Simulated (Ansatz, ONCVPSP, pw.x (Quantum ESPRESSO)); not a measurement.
# Equation-of-state test of one ONCV potential (Tl)

```json
{
  "Element": "thallium (Tl)",
  "Generator": "ONCVPSP 4.0.1.1 (patched build)",
  "Type": "optimised norm-conserving Vanderbilt (ONCV)",
  "Functional": "PBEsol",
  "Relativity": "scalar-relativistic",
  "Frozen core": "[Xe] 4f14",
  "Valence charge": "13",
  "Reference configuration": "5d10 6s2 6p1",
  "Partial waves": "6s: rc 2.10 bohr, ncon 3, nbas 6, qcut 3.2 1/bohr, 2 projectors, debl 2.1 Ha; 6p: rc 2.95 bohr, ncon 4, nbas 7, qcut 2.3 1/bohr, 3 projectors, debl 3.9 Ha; 5d: rc 1.50 bohr, ncon 4, nbas 9, qcut 10.6 1/bohr, 2 projectors, debl 1.5 Ha; f scattering state at 0.09 Ha: rc 3.15 bohr, ncon 4, nbas 8, qcut 4 1/bohr, 1 projector",
  "Local potential": "polynomial inside 1.40 bohr (lpopt 4, dvloc0 4 Ha)",
  "Core correction": "none"
}
```

Crystal test: bcc Tl in pw.x 7.5, no spin, 12³ k-points, Fermi–Dirac smearing 0.01 Ry, cutoffs 65/260 Ry. The reference is all-electron LAPW (Ansatz 0.2.0) with the same functional, mesh and smearing; V0 and B0 come from Birch–Murnaghan fits to the pressures at five volumes. Errors are pseudo minus all-electron; Δ is the rms difference of the E(V) curves that follow from these fits, minima aligned, over ±6 % about the mean V0. Mesh and smearing are coarse, so the numbers serve the comparison and aren't converged zero-temperature values; the lattice is a test structure that the element need not adopt.

All-electron: a0 = 3.855 Å (V0 = 28.65 Å³/atom), B0 = 35.7 GPa.

Question: How far does the potential miss the all-electron equation of state?

Answer: mean pressure error (GPa): -0.03; a0 (Å): 3.854; a0 error (%): -0.03; B0 error (%): +0.9; Δ (meV/atom): 0.2. Atomic configuration tests: 1 of 4 tests not solved or not reliable.

```
V (Å³/atom)  P all-electron (GPa)  P pseudo (GPa)
     27.408                  1.79            1.78
     28.130                  0.69            0.67
     28.851                 -0.24           -0.27
     29.572                 -1.03           -1.06
     30.294                 -1.71           -1.74
```

Question: At the middle volume, how do free energy and pressure move when the wave cutoff is lowered (ecutrho kept at four times it)?

Answer:

```csv
cutoff (Ry),shift of F (meV/atom),shift of P (GPa)
29,+11931.1,-227.74
39,+1681.2,-52.82
52,+55.1,-3.49
```

The run at the middle volume (72 k-points, 8 iterations) took about 24 s on one core of a shared host (Neoverse-V2, 32 threads, 247 GiB, load 9).
